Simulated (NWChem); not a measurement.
dimethylamine (C2H7N); SMILES CNC

Computed with NWChem. Pople sets run with spherical d functions. B3LYP is NWChem's, with the RPA form of VWN correlation. Each level has its own optimisation; frequencies are unscaled.

```tsv
level	r C–N (Å)	r H–N (Å)	highest harmonic frequency (cm⁻¹)	lowest (cm⁻¹)	zero-point energy (kcal/mol)	dipole (D)
Hartree-Fock/STO-3G	1.485	1.034	3974	240	68.8	1.36
Hartree-Fock/3-21G	1.466	1.004	3712	246	62.0	1.15
Hartree-Fock/6-31G*	1.447	1.001	3761	242	62.4	1.14
B3LYP/6-31G*	1.457	1.018	___	245	58.4	___
LDA (Slater exchange, VWN5)/def2-SVP	1.428	1.027	3468	253	55.8	0.82
PBE/def2-SVP	1.450	1.026	3449	246	56.1	0.85
BLYP/def2-SVP	1.461	1.028	3403	243	55.9	0.84
PBE0/def2-SVP	1.440	1.016	3585	241	58.1	0.91
```

**Question.** Fill in the missing entries.

**Answer.** 
- B3LYP/6-31G*, highest harmonic frequency (cm⁻¹): 3500
- B3LYP/6-31G*, dipole (D): 1.02
